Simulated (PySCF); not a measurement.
# Gas-phase thermal properties of (CH3)2S

Energies from PySCF (xtb for GFN2), thermal terms from the rigid-rotor harmonic-oscillator model, ideal gas at 1 bar. 6-31G* has spherical d functions here. All species are closed-shell singlets. B3LYP is the form with VWN-RPA correlation. The harmonic model lacks anharmonicity and excited electronic states, which grow with temperature; levels with a mode under 35 cm⁻¹ are left out. Internal rotation in (CH3)2S is treated as a harmonic vibration of one conformer, which makes the entropy rough.

```csv
level,point group,σ,ZPE (kJ/mol),S°298 (J/mol/K),Cp298 (J/mol/K),S°1000 (J/mol/K),H1000 − H298 (kJ/mol)
B3LYP/6-31G*,C2v,2,200.5,283.9,71.5,414.1,80.9
GFN2-xTB,C2v,2,194.3,286.4,72.9,419.2,82.5
HF/6-31G*,C2v,2,214.0,280.6,67.8,404.7,77.4
PBE/def2-SVP,C2v,2,192.1,284.7,73.7,419.1,83.4
PBE0/def2-TZVP,C2v,2,198.8,283.1,71.6,414.2,81.5
```
σ: rotational symmetry number. Electronic degeneracy used: 1. Frequencies are unscaled.
